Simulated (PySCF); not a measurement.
# Two-photon absorption: `Fc1ncno1`, C2HFN2O

Molfile (atoms numbered from 1):
```
C2HFN2O
     RDKit          3D

  7  7  0  0  0  0  0  0  0  0999 V2000
    2.2739   -0.3375    0.0008 F   0  0  0  0  0  0  0  0  0  0  0  0
    0.9949   -0.1161   -0.0015 C   0  0  0  0  0  0  0  0  0  0  0  0
    0.0484   -0.9905   -0.0106 N   0  0  0  0  0  0  0  0  0  0  0  0
   -1.0558   -0.1927   -0.0085 C   0  0  0  0  0  0  0  0  0  0  0  0
   -0.7821    1.0738    0.0010 N   0  0  0  0  0  0  0  0  0  0  0  0
    0.5773    1.1471    0.0058 O   0  0  0  0  0  0  0  0  0  0  0  0
   -2.0532   -0.5793   -0.0141 H   0  0  0  0  0  0  0  0  0  0  0  0
  1  2  1  0
  2  3  2  0
  3  4  1  0
  4  5  2  0
  5  6  1  0
  6  2  1  0
  4  7  1  0
M  END
```

Computed with TDDFT PBE0/def2-TZVP excited states, vertical, gas phase in PySCF. Geometry: GFN2-xTB.

Question: How strongly do the lowest singlets absorb one photon, and two photons of half the energy?

Answer: δ for parallel linear polarisation; σ at the peak of a Lorentzian of half width 0.1 eV, single beam; Ω is circular over linear.
| state | E (eV) | f | photon λ (nm) | δ (au) | σ (GM) | Ω | main |
| --- | --- | --- | --- | --- | --- | --- | --- |
| S1 | 6.36 | 0.005 | 390 | 0.67 | 0.01 | 1.50 | HOMO−1→LUMO 0.99 |
| S2 | 7.25 | 0.115 | 342 | 2 | 0.04 | 1.48 | HOMO→LUMO 0.94 |
| S3 | 7.63 | 0.002 | 325 | 1.04 | 0.02 | 1.50 | HOMO−2→LUMO 0.90 |
| S4 | 7.97 | 0.001 | 311 | 28.9 | 0.67 | 1.02 | HOMO−3→LUMO 0.51, HOMO→LUMO+1 0.47 |

Among these, the strongest one-photon state is S2, the strongest two-photon state S4, with a dipole change of 0.5 D (relaxed, norm of the difference vector).
